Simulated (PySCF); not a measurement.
## How far each method lies from full CI for GaH, singlet

Geometry: that of the GaH⁻, doublet, kept fixed.

```csv
atom,x (Å),y (Å),z (Å)
Ga,0.0000,0.0000,0.0000
H,0.0000,0.0000,1.7244
```

Basis aug-cc-pVDZ; PySCF 2.14.0. Correlated methods freeze the noble-gas cores and the filled d shells of p-block atoms, which leaves 4 electrons in 31 orbitals. R marks a restricted (for open shells ROHF) determinant. No spin–orbit coupling is included, and no scalar relativity.

Full CI is exact within this basis and frozen core; it isn't the basis-set limit.

- T1 diagnostic (ROHF- or RHF-based CCSD): 0.0120
- largest doubles amplitude (ROHF- or RHF-based CCSD): 0.046

```tsv
level	E − E(RHF) (eV)
RMP2	-1.4285
RCCSD	-1.9948
RCCSD(T)	-2.0229
```

(1) Estimate how far full CI in aug-cc-pVDZ lies from RCCSD(T). The table doesn't fix it; the size of (T) and the diagnostics are the guide.

(1) Full CI in aug-cc-pVDZ lies 0.24 kcal/mol below RCCSD(T), which is 37 % of the (T) step (-0.65 kcal/mol). The diagnostics give no warning, yet the rest is a sizeable part of (T).

The other levels:

```tsv
level	E − E(full CI) (kcal/mol)	share of correlation (%)	wall time
RCCSDT	0.03	99.94	–
RCCSDT(Q)	0.01	99.99	1.8 s
```

The correlation energy at full CI, counted from RHF, is -2.033 eV. Full CI, over all symmetries tried, took 2.3 s on 1 thread of INTEL XEON PLATINUM 8581C, shared host; the state has 56,467 determinants.

Times are those of the correlated step on a shared host, with one SCF added for the restricted CCSD run; they ran on 1 thread of INTEL XEON PLATINUM 8581C.

The full-CI state has the irrep A1 of C2v, in the program's axes (one component, if the state is degenerate).

Natural occupations of full CI about the gap: 1.947 1.889 0.045 0.045 0.034 0.009 0.009 0.008 0.005 0.003; effectively unpaired electrons, Σ n²(2−n)², 0.08.
